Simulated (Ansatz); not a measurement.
# BNH2F (SMILES N[B]F) at 6 levels

Aim: a comparison of 6 runs (UHF/STO-3G, U-wB97M-V/STO-3G, UBHLYP/STO-3G, UMP2/STO-3G, UCCSDTQ/STO-3G, UCCSD/STO-3G) of BNH2F. 

Program for the calculation: Ansatz 0.2.0.

78 further runs of the same task are left out: 78 set aside as unsound or not needed.

## Step 1: The system as given

BNH2F: 5 atoms, total charge 0, spin state doublet. SMILES: `N[B]F`. The H4–N1 distance was set to 1.505 Å, away from the relaxed value. At this shape a bond of the SMILES string is far longer than usual.

Bond lengths: N1–B2 1.384 Å, B2–F3 1.324 Å, N1–H5 1.010 Å. Angles: N1–B2–F3 122.6°, B2–N1–H5 122.8°. A long bond or contact: N1–H4 1.505 Å.

## Step 2: The energy at UHF/STO-3G (run 1)

The input, in.yaml:

```yaml
crystal:
  periodic: [false, false, false]
  atoms:
    - {symbol: N, position_ang: [0.037000, 0.265900, 0.058550]}
    - {symbol: B, position_ang: [0.609000, -0.923400, 0.476150]}
    - {symbol: F, position_ang: [1.538700, -0.975800, 1.417450]}
    - {symbol: H, position_ang: [-1.019600, 0.322000, -1.012000]}
    - {symbol: H, position_ang: [0.293700, 1.163000, 0.445750]}
basis:
  gaussian: {orbitals: STO-3G}
magnetization: {spin_polarized: true, initial_magnetization: 1}
hamiltonian: {xc: hf}
accuracy: high
```

Run with:

```bash
$ ansatz run in.yaml --threads 1 --pin off --max-ram 2610MiB --events-out events.jsonl --progress --plain --runs-dir runs
```

What it wrote:

```text
Warning: RAYON_NUM_THREADS=1 ignored (pool sized by the plan → 1); use --threads N
Functional definition: HF
  name "HF"
  exchange = exact_x
  correlation = 0
294 factors; integrals over basis functions are off by at most 4.9e-8 eV
mean field evaluation 1: about -4819.7498 eV, gradient 1.4e1 eV
mean field evaluation 2: about -4819.8217 eV, gradient 1.4e1 eV
mean field evaluation 4: about -4821.7915 eV, gradient 2.1e0 eV
mean field evaluation 8: about -4821.8708 eV, gradient 6.3e-2 eV
mean field evaluation 16: about -4821.6389 eV, gradient 2.7e0 eV
mean field -4821.92797235 eV, -177.2025845638 hartree, gradient 4.7e-8 eV, S^2 0.921924; 0 other end points of the search recorded, 0 dependent functions left out
reference -4821.92797235 eV, -177.2025845638 hartree; 12, 11 occupied and 5, 6 virtual orbitals, 294 factors
Total energy: -4821.92797235 eV, -177.2025845638 hartree
```

Run time: 0.1 s. Hardware: 1 thread of Arm Neoverse V2, shared host.

## Step 3: The energy at U-wB97M-V/STO-3G (run 2)

The input, input.yaml:

```yaml
crystal:
  periodic: [false, false, false]
  atoms:
    - symbol: "N"
      position_ang: [0.037000, 0.265900, 0.058550]
    - symbol: B
      position_ang: [0.609000, -0.923400, 0.476150]
    - symbol: F
      position_ang: [1.538700, -0.975800, 1.417450]
    - symbol: H
      position_ang: [-1.019600, 0.322000, -1.012000]
    - symbol: H
      position_ang: [0.293700, 1.163000, 0.445750]
basis:
  gaussian:
    orbitals: STO-3G
magnetization:
  spin_polarized: true
  initial_magnetization: 1
hamiltonian:
  xc: {name: wB97M-V}
accuracy: high
```

Run with:

```bash
$ ansatz run input.yaml --threads 1 --pin off --max-ram 2610MiB --events-out events.jsonl --progress --plain --runs-dir runs
```

What it wrote, cut to the lines that bear on the results:

```text
Warning: RAYON_NUM_THREADS=1 ignored (pool sized by the plan → 1); use --threads N
Functional definition: wB97M-V
  name "wB97M-V"
[...]
  gx(w, u) = 1 - cx + cx01*u + cx10*w
  gss(w, u) = css00 + css04*u^4 + css10*w + css20*w^2 + css43*w^4*u^3
  gos(w, u) = cos00 + cos10*w + (cos20 + cos21*u)*w^2 + (cos60 + cos61*u)*w^6
[...]
      + integral(e_c_pw_mod_opposite_spin*gos(b97_w_opposite, b97_u_opposite)) + vv10(b, c)
294 factors; integrals over basis functions are off by at most 4.9e-8 eV
142 factors; integrals over basis functions are off by at most 8.1e-10 eV
[...]
mean field -4844.89253835 eV, -178.0465167981 hartree, gradient 5.0e-8 eV, S^2 0.752683; 0 other end points of the search recorded, 0 dependent functions left out
reference -4844.89254050 eV, -178.0465168774 hartree; 12, 11 occupied and 5, 6 virtual orbitals, 294 factors
Total energy: -4844.89254050 eV, -178.0465168774 hartree
```

Wall time 19 s (1 thread of Arm Neoverse V2, shared host); peak memory 0.45 GiB.

Run 3 isn't shown in full; the table further down has it.

## Step 4: A single-point energy at UMP2/STO-3G (run 4)

The input, job.yaml:

```yaml
crystal:
  periodic: [false, false, false]
  atoms:
    - {symbol: "N", position_ang: [0.037000, 0.265900, 0.058550]}
    - {symbol: B, position_ang: [0.609000, -0.923400, 0.476150]}
    - {symbol: F, position_ang: [1.538700, -0.975800, 1.417450]}
    - {symbol: H, position_ang: [-1.019600, 0.322000, -1.012000]}
    - {symbol: H, position_ang: [0.293700, 1.163000, 0.445750]}
basis:
  gaussian: {orbitals: STO-3G}
magnetization: {spin_polarized: true, initial_magnetization: 1}
correlation: {method: mp2, frozen_orbitals: {B: 1, F: 1, H: 0, "N": 1}}
accuracy: high
```

Run with:

```bash
$ ansatz run job.yaml --threads 1 --pin off --max-ram 2610MiB --events-out events.jsonl --progress --plain --runs-dir runs
```

What it wrote:

```text
Warning: RAYON_NUM_THREADS=1 ignored (pool sized by the plan → 1); use --threads N
[... 4 set-up lines as earlier in the session ...]
294 factors; integrals over basis functions are off by at most 4.9e-8 eV
mean field evaluation 1: about -4819.7498 eV, gradient 1.4e1 eV
mean field evaluation 2: about -4819.8217 eV, gradient 1.4e1 eV
mean field evaluation 4: about -4821.7915 eV, gradient 2.1e0 eV
mean field evaluation 8: about -4821.8708 eV, gradient 6.3e-2 eV
mean field evaluation 16: about -4821.6389 eV, gradient 2.7e0 eV
mean field -4821.92797235 eV, -177.2025845638 hartree, gradient 4.7e-8 eV, S^2 0.921924; 0 other end points of the search recorded, 0 dependent functions left out
3 core orbitals not correlated: weight in the atoms' cores, before any rotation towards them, 1.000 or more for the frozen orbitals, at most 0.000 for the correlated occupied ones
reference -4821.92797235 eV, -177.2025845638 hartree; 9, 8 occupied and 5, 6 virtual orbitals, 294 factors
second order -2.92106556 eV of doubles, -0.00000000 eV of singles
Total energy: -4824.84903791 eV, -177.3099317432 hartree
```

Run time: 0.1 s. Hardware: 1 thread of Arm Neoverse V2, shared host.

Run 5 isn't shown in full; the table further down has it.

## Step 5: The energy at UCCSD/STO-3G (run 6)

The input, input.yaml:

```yaml
crystal:
  periodic: [false, false, false]
  atoms:
    - {symbol: N, position_ang: [0.037000, 0.265900, 0.058550]}
    - {symbol: B, position_ang: [0.609000, -0.923400, 0.476150]}
    - {symbol: F, position_ang: [1.538700, -0.975800, 1.417450]}
    - {symbol: H, position_ang: [-1.019600, 0.322000, -1.012000]}
    - {symbol: H, position_ang: [0.293700, 1.163000, 0.445750]}
basis:
  gaussian:
    orbitals: STO-3G
correlation:
  method: ccsd
  frozen_orbitals: {B: 1, F: 1, H: 0, "N": 1}
scf:
  omitted_lower_state_checks: [cluster_reference, increment]
magnetization:
  spin_polarized: true
  initial_magnetization: 1
accuracy: high
```

Run with:

```bash
$ ansatz run input.yaml --threads 1 --pin off --max-ram 2610MiB --events-out events.jsonl --progress --plain --runs-dir runs
```

What it wrote:

```text
Warning: RAYON_NUM_THREADS=1 ignored (pool sized by the plan → 1); use --threads N
[... 12 lines left out ...]
3 core orbitals not correlated: weight in the atoms' cores, before any rotation towards them, 1.000 or more for the frozen orbitals, at most 0.000 for the correlated occupied ones
[... 31 lines left out ...]
Total energy: -4826.02608196 eV, -177.3531873139 hartree
Checks for a lower state left out: cluster_reference, increment
```

It took 0.22 s on 1 thread of Arm Neoverse V2, shared host.

## Step 6: The series

| run | level | frozen core orbitals | energy (Eh) | ⟨S²⟩ | wall time |
| --- | --- | --- | --- | --- | --- |
| 1 | UHF/STO-3G | – | -177.202585 | 0.922 | 0.1 s |
| 2 | U-wB97M-V/STO-3G | – | -178.046517 | 0.753 | 19 s |
| 3 | UBHLYP/STO-3G | – | -177.983729 | 0.754 | 1.4 s |
| 4 | UMP2/STO-3G | 3 | -177.309932 | 0.922 | 0.1 s |
| 5 | UCCSDTQ/STO-3G | 3 | -177.360319 | 0.922 | 76 s |
| 6 | UCCSD/STO-3G | 3 | -177.353187 | 0.922 | 0.22 s |

## Step 7: Summary of results

| quantity | value |
| --- | --- |
| run 6: total energy | -177.35319 Eh |
| run 6: correlation energy (3 core orbitals frozen) | -150.6 mEh |
| run 6: ⟨S²⟩ of the reference determinant | 0.922 |
| run 6: T1 diagnostic | 0.041 |

Below the UHF energy at the same shape and in the same basis (STO-3G): UMP2 -107.3 mEh; UCCSDTQ -157.7 mEh; UCCSD -150.6 mEh. Totals of different functionals can't be ranked against each other. In runs 1, 2, 3, 4, 5, 6 the basis is minimal, so the values are rough. Spin contamination of the reference: run 1 ⟨S²⟩ = 0.92, run 4 ⟨S²⟩ = 0.92, run 5 ⟨S²⟩ = 0.92, run 6 ⟨S²⟩ = 0.92. All runs together took 97 s, the longest 76 s.
